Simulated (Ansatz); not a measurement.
Grey tin (α-Sn), treated with HSE06 in Ansatz (plane waves, PAW).

Settings: plane-wave cutoff 460 eV, 8×8×8 k mesh, Fermi–Dirac smearing 0.01 eV, scalar-relativistic PAW data made under PBE.

Cell (relaxed at this level):

```yaml
crystal:
  lattice:
    - [0.00000, 3.27802, 3.27802]
    - [3.27802, 0.00000, 3.27802]
    - [3.27802, 3.27802, 0.00000]
  atoms:
    - { symbol: Sn, position: [0.00000, 0.00000, 0.00000] }
    - { symbol: Sn, position: [0.25000, 0.25000, 0.25000] }
```

**Question.** Give the computed bulk modulus B0 and width of the whole s-p valence band.

**Answer.** 
- bulk modulus B0: 43.7 GPa
- width of the whole s-p valence band: 11.58 eV

The run finds no gap.

Measured, for comparison: bulk modulus 42.8 GPa (0 K value with the zero-point phonon effect removed; as tabulated in Mejia-Rodriguez and Trickey (2018), arXiv:1807.09216). Computed (rounded) less measured: bulk modulus +2 %.

Spin–orbit coupling is not included; it can open a gap where bands touch, and shift volumes and moduli.

Computed values are for the static lattice.

Ansatz is a first-principles code.
